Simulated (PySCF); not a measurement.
Stretching PH⁺

Set-up: PySCF, no relativity, basis sets P def2-TZVPPD, H def2-TZVPPD. Energies in eV from P⁺ + H in their ground configurations at the same level. State: ²Π (doublet), unpaired electrons π ↑.

| R (Å) | UHF-SCS-MP2 |
| --- | --- |
| 1.234 | -2.879 |
| 1.292 | -3.164 |
| 1.349 | -3.320 |
| 1.392 | -3.371 |
| 1.435 | -3.376 |
| 1.478 | -3.344 |
| 1.536 | -3.255 |
| 1.607 | -3.089 |
| 1.693 | -2.835 |
| 1.808 | -2.435 |

Question: Put a parabola through the three lowest points of the UHF-SCS-MP2 curve and estimate Re, k and ωe (reduced mass 0.9761 u; 1 eV/Å² = 0.16022 mdyn/Å; ωe = 1302.8·√(k/μ) cm⁻¹).

Answer: Through R = 1.392, 1.435, 1.478 Å the second-order coefficient is 10.0 eV/Å², so Re ≈ 1.419 Å, k ≈ 3.21 mdyn/Å and ωe ≈ 2361 cm⁻¹. A polynomial fit of higher order to the unrounded UHF-SCS-MP2 energies gives Re = 1.419 Å, k = 3.47 mdyn/Å, ωe = 2455 cm⁻¹; anharmonicity and rounding make the difference.

The higher-order fit for each curve: UHF-SCS-MP2: Re = 1.419 Å, ωe = 2455 cm⁻¹, De = 3.38 eV.

Correlated steps freeze 5 core orbitals. For an ion De counts to the pair picked by the measured ionisation energies or electron affinities, which need not be the lowest pair at this level. The state was picked by a PBE0 search and need not be the measured ground state.
